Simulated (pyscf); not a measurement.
## Substitution at Sn: `[SnH3][SnH3]` + `[H]` [doublet] → `[SnH3]` [doublet] + `[SnH4]`

Gas phase, doublet surface, charge 0. Bonds broken: Sn1–Sn2. Bonds formed: Sn2–H9. Structures and frequencies: ωB97X-D3(BJ)/def2-SVP in PySCF.

Transition state (Å):

```xyz
9

Sn    -1.4679    -1.0826    -0.0949
Sn    -0.0845     1.3302    -0.3953
H     -0.4643    -2.3716    -0.5829
H     -2.8815    -1.0433    -1.0475
H     -1.8938    -1.2789     1.5597
H     -0.1720     1.7616     1.2919
H      1.5849     1.2509    -0.7362
H     -0.8759     2.6030    -1.2095
H     -0.4201     0.1526    -2.0139
```

One imaginary mode, 312i cm⁻¹; descent along it reached the two sides named.

| bond | change | reactant side (Å) | saddle | product side |
|---|---|---|---|---|
| Sn1–Sn2 | breaks | 2.7 | 2.8 | 4.8 |
| Sn2–H9 | forms | 3.6 | 2.030 | 1.707 |

Electronic energies relative to the separated reactants (kcal/mol):

| level | barrier | reaction energy | reverse barrier |
|---|---|---|---|
| ωB97X-D3(BJ)/def2-TZVP | 1.6 | -9.6 | 11.2 |
| PBE/def2-TZVP | -2.8 | -17.5 | 14.7 |
| r²SCAN/def2-TZVP | -4.4 | -19.2 | 14.8 |
| B3LYP-D3(BJ)/def2-TZVP | -2.7 | -19.9 | 17.2 |
| PBE0-D3(BJ)/def2-TZVP | -1.0 | -15.9 | 14.9 |
| M06-2X/def2-TZVP | -0.6 | -23.5 | 22.8 |
| ωB97M-D3(BJ)/def2-TZVP | 1.5 | -20.2 | 21.7 |
| HF/def2-TZVP | 13.4 | -18.6 | 32.0 |

With ωB97M-D3(BJ)/def2-TZVP energies and thermal terms (ideal gas, 1 atm, RRHO with modes under 100 cm⁻¹ raised to 100, one conformer, R ln 2 for chiral ones without a mode under 150 cm⁻¹), in kcal/mol:

```tsv
T (K)	ΔH‡	ΔG‡	ΔH	ΔG
298	1.7	7.9	-18.7	-21.0
600	1.1	14.5	-20.2	-22.6
900	0.7	21.3	-21.6	-23.5
1200	0.3	28.2	-22.7	-24.0
```

At PBE, r²SCAN, B3LYP-D3(BJ), PBE0-D3(BJ), M06-2X this geometry lies under the reactants; that is no barrier but a single point on another level's saddle; such a level's own saddle, if it has one, lies nearer that side and is low. This is the saddle that the search found; another between the same sides may lie lower. The angle at the attacked Sn is 60° (front-side attack). Elements past Kr carry the def2 core potentials, without spin-orbit coupling.
